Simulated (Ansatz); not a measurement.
# AlHSSi: the cost of one run

Computed with Ansatz 0.2.0, Gaussian basis. Level: UKS PBE0/def2-TZVP.

## 1. The starting structure

4 atoms, charge 0, spin multiplicity 3.

Atoms are counted from 1 here; the program's logs count them from 0.

Bond lengths: Al1–Si2 2.377 Å, Al1–H4 1.642 Å, Si2–S3 2.035 Å. Angles: Si2–Al1–H4 164.7°, Al1–Si2–S3 151.3°.

As a file:

```
Al   -2.2677    0.2556    0.0008
Si    0.0227   -0.3801   -0.0021
S     2.0039    0.0833    0.0010
H    -3.6771    1.0974    0.0050
```

The start was built by rule and, where that kept it together, relaxed with GFN2-xTB. Sticks and bond lists go by distance. 

## 2. The run

in.yaml

```yaml
crystal:
  periodic: [false, false, false]
  atoms:
    - {symbol: Al, position_ang: [-2.267710, 0.255607, 0.000784]}
    - {symbol: Si, position_ang: [0.022729, -0.380094, -0.002057]}
    - {symbol: S, position_ang: [2.003874, 0.083343, 0.000986]}
    - {symbol: H, position_ang: [-3.677096, 1.097362, 0.004978]}
basis:
  gaussian: {orbitals: def2-TZVP}
magnetization: {spin_polarized: true, initial_magnetization: 2}
hamiltonian: {xc: pbe0}
relax: {f_tol: 0.004, max_steps: 80}
```

Command:

```bash
$ ansatz run in.yaml --threads 1 --pin off --events-out ev --progress --plain --max-ram 2176MiB
```

Q: Estimate wall time and peak memory on 1 thread of Intel Xeon Platinum 8488C, shared host.

About 52 s, with a peak of 0.31 GiB.
